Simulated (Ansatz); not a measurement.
Species: C2H6O, SMILES `COC` (charge 0, multiplicity 1), formula C2H6O.

Task: How many basis functions does frozen-core CCSD(T)/cc-pVTZ // B3LYP-D3(BJ)/def2-SVP (Ansatz, a program for electronic structure) use, how many core orbitals are frozen, and how many electrons are correlated?

Result: 174 basis functions and 3 frozen orbitals, which leaves 20 correlated electrons. Core time is of the order of seconds.
